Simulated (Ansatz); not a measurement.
A relaxed structure of Ta. Space group Im-3m (No. 229), bcc (W type). All values below come from PBEsol (plane waves to 420 eV, PAW, scalar-relativistic; Ansatz, a quantum-chemistry and plane-wave program).

Space group Im-3m (No. 229); a = 3.282 Å, b = 3.282 Å, c = 3.282 Å, α = 90.00°, β = 90.00°, γ = 90.00°

```json
[
 {"atom": "Ta", "site": "2a", "symmetry": "m-3m", "x": "0.0000", "y": "0.0000", "z": "0.0000"}
]
```
(The calculation used a cell of 1 atom; values per cell refer to that cell.)

For Ta, the volume per atom is 17.68 Å³ and the density is 17.00 g/cm³. The band gap comes out as no gap (metallic) and the shortest distances is Ta–Ta 2.84 Å. The k-mesh is 20×20×20.

Band energies at high-symmetry points (eV from the Fermi level; labels of this space group; no spin-orbit coupling), from −5 eV up to 3.8 eV:

```tsv
point	energies
Γ	0.74 0.74 0.74
H	-3.91 -3.91
N	-4.45 -1.59 1.72
P	-1.22 -1.22 -1.22
```

No spin polarisation in the result.

Measured for Ta: a 3.299 Å (static lattice; corrected from measurement; as listed in Daniel Mejia-Rodriguez, S. B. Trickey, Phys. Rev. B (2018)). Computed minus measured — a: PBEsol -0.5 %. The computed values are for a static lattice.

It was reached from a disturbed copy of a Cmcm (No. 63) cell (AFLOW prototype A_oC4_63_c (A20)), against which it lies -0.22 eV/atom.
